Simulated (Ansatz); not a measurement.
# doublet NaS: levels of theory in one basis

```yaml
atoms:
  - { symbol: Na, position_ang: [0.0000, 0.0000, -1.2397] }
  - { symbol: S, position_ang: [0.0000, 0.0000, 1.2397] }
```

Basis set: def2-SVP (spherical functions). Correlated methods keep 6 orbitals frozen. Correlation on ROHF uses semicanonical orbitals with singles. Charge 0, multiplicity 2.

Computed with Ansatz (development build ahead of 0.2.0); each method stands on the lowest determinant of its kind that the runs found.

| method | E − E(ROHF) (eV) | <S²> of the determinant |
| --- | --- | --- |
| ROHF | 0.00 | 0.75 |
| UHF | -0.09 | 0.76 |
| ROHF-MP2 | -3.00 | – |
| UHF-MP2 | -2.99 | 0.76 |

Task: What does ROHF-CCSD(T) give on the same scale?

Result: -3.52 eV.

Task: Is a single determinant a sound starting point here?

Result: By this sign, yes. Unrestricted orbitals gain 0.09 eV and <S²> is 0.76 against 0.75 for a pure state.
